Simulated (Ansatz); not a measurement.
We consider hcp Co, described by PBEsol in Ansatz (plane waves, PAW).

Input:

Ansatz 0.2 input:
```yaml
crystal:
  lattice:
    - [1.2283576504, -2.1275778604, 0.0]
    - [1.2283576504, 2.1275778604, 0.0]
    - [0.0, 0.0, 3.9694453455]
  atoms:
    - { symbol: Co, position: [0.3333333333, 0.6666666667, 0.25], spin: 1.8 }
    - { symbol: Co, position: [0.6666666667, 0.3333333333, 0.75], spin: 1.8 }
basis:
  ecutwfc: 520
  ecutrho_ratio: 4
  xc_grid: 2
kpoints:
  mp_grid: { grid: [24, 24, 14] }
hamiltonian:
  xc: pbesol
  dispersion: none
  pseudopotentials: { kind: paw }
scf:
  occupations: { method: fermi_dirac, width: 0.05 }
  convergence: { dr2_threshold: 0.0000000002 }
output:
  forces: true
  stress: true
  eigenvalues: true
magnetization:
  spin_polarized: true
```

The run printed, among other lines:

```
Crystal: 2 atoms, lattice volume = 20.748 Å³
Basis set: ecut = 520 eV, 573 PW (Γ), exchange–correlation on 40×40×60 points (8 copies of the dense FFT grid, shifted against one another)
Bands: 23, of which v1, the nominal top of the filled ones, is band 17 counted from 1 (16 counted from 0)
Symmetry: 24 space group operations
Space group: P63/mmc (ITA 194), of the structure as read, at distance tolerance 2.7e-5 Å
k-points: 488 of 8064
Initial density: superposition of atomic densities (chi_scale 0.1, normalization cell)
Functional: x = pbesol(κ = 0.804, μ = 0.12345679012345678), c = pbesol(β = 0.046)
SCF 1 converged in 12 iterations: F = -10185.997163 eV  dr2 = 2.99e-13
SCF converged after 12 iterations
Magnetization: 3.1515 μB (18.5757 up, 15.4243 down)
Free energy (F): -10185.997163 eV
Internal energy: -10185.983107 eV  (E = F + TS)
E sigma→0 (E₀):  -10185.990135 eV
Fermi energy:    19.526322 eV
--- Forces (eV/Å), atoms counted from 1 ---
  atom   1  Co    -0.00000000     0.00000000     0.00000000
  atom   2  Co     0.00000000    -0.00000000    -0.00000000
--- Stress (GPa, compression-positive) ---
       -0.009311       0.000000      -0.000000
        0.000000      -0.009311      -0.000000
       -0.000000      -0.000000      -0.012621
  P = ⅓ Tr σ = -0.0104 GPa (-0.104 kbar)
```

The PAW data were made under PBE.

Ansatz is a first-principles code.
